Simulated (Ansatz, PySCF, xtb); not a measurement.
Acid–base and redox partners of C1=CC1. Gas-phase values, no solvent. Strings in code marks are SMILES.

Quantity: bond dissociation enthalpy (X–H) at 298 K, in kJ/mol. HF references are unrestricted for open shells and restricted for singlets. Thermal and zero-point terms are GFN2-xTB rigid-rotor harmonic values (xtb).

Level 1: frozen-core MP2/cc-pVTZ // B3LYP-D3(BJ)/def2-TZVP (Ansatz, a first-principles code)
Level 2: B3LYP/3-21G // B3LYP-D3(BJ)/def2-TZVP (PySCF)
Level 3: PBE/6-31G* // B3LYP-D3(BJ)/def2-TZVP (PySCF)
Level 4: SVWN5/6-31G* // B3LYP-D3(BJ)/def2-TZVP (PySCF)

```csv
species,level 2,level 3,level 4
H atom removed from C1: `[C]1=CC1`,465.1,444.1,496.2
H atom removed from C3: `[CH]1C=C1`,430.2,406.3,453.1
```

### Question
What does level 1 give for each?

### Answer

- H atom removed from C1: `[C]1=CC1`: 471.4
- H atom removed from C3: `[CH]1C=C1`: 411.3
